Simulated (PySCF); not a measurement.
Compound: divinyl sulfide, C4H6S.
SMILES with atom numbers: `[CH2:1]=[CH:2][S:3][CH:4]=[CH2:5]` (hydrogens: H6, H7 on C1; H8 on C2; H9 on C4; H10, H11 on C5)

Method: PySCF 2.14.0, PBE0-D3(BJ)/def2-SVP geometry optimisation, gas phase; density fitting, grid level 1; the optimiser is geomeTRIC in internal coordinates, started from an MMFF94s structure.

Step 0: E = -15064.3524 eV
```
atom  x, y, z in Å  |  force x, y, z in eV/Å
C1     -2.5063   -0.5753    0.2637    0.122   0.070   0.173
C2     -1.2422   -0.1683    0.4225   -1.162  -0.400  -0.158
S3     -0.1815   -0.0060   -0.9339    0.024  -0.001   0.109
C4      1.3171    0.1708   -0.0889    1.008   0.398  -0.597
C5      2.4231    0.5725   -0.7247   -0.045  -0.066   0.207
H6     -3.1682   -0.6665    1.1184   -0.165   0.034   0.211
H7     -2.9137   -0.8258   -0.7112   -0.096  -0.095  -0.249
H8     -0.8901    0.0771    1.4204    0.388   0.134   0.151
H9      1.3744   -0.0610    0.9708   -0.300  -0.132   0.290
H10     3.3616    0.6729   -0.1896    0.234  -0.033   0.132
H11     2.4258    0.8095   -1.7844   -0.007   0.091  -0.269
```

Task: Estimate the geometry and energy of step 1. (The exact step hangs on the optimiser's Hessian estimate; all steps are aligned on step 0, rigid shifts and turns removed.)

Result: E = -15064.4285 eV, largest force 0.112 eV/Å
```
atom  x, y, z in Å  |  force x, y, z in eV/Å
C1     -2.5606   -0.5874    0.2753    0.036  -0.007  -0.035
C2     -1.2869   -0.2115    0.4262   -0.028   0.012  -0.061
S3     -0.1784   -0.0074   -0.9201    0.023   0.000   0.110
C4      1.3598    0.2134   -0.1032    0.001  -0.012  -0.065
C5      2.4776    0.5853   -0.7348   -0.046   0.006  -0.019
H6     -3.2243   -0.6623    1.1404    0.046   0.004  -0.018
H7     -2.9786   -0.8247   -0.7079   -0.013   0.008   0.036
H8     -0.8806    0.0261    1.4149    0.039   0.001   0.004
H9      1.3638   -0.0108    0.9686   -0.034  -0.001   0.019
H10     3.4215    0.6702   -0.1905   -0.049  -0.005   0.001
H11     2.4868    0.8090   -1.8060    0.025  -0.007   0.028
```

The energy changes by -0.0761 eV. The first-order estimate −F·Δx gives -0.1584 eV and the mean of the old and new forces, exact on a quadratic surface, -0.0766 eV. The step makes an angle of 65° with the force vector and moves no atom by more than 0.065 Å.

What follows is the cost of the whole optimisation. The run took 32 s on an Arm Neoverse N1 with one thread (shared host), and the process peaked at 0.41 GiB of memory.
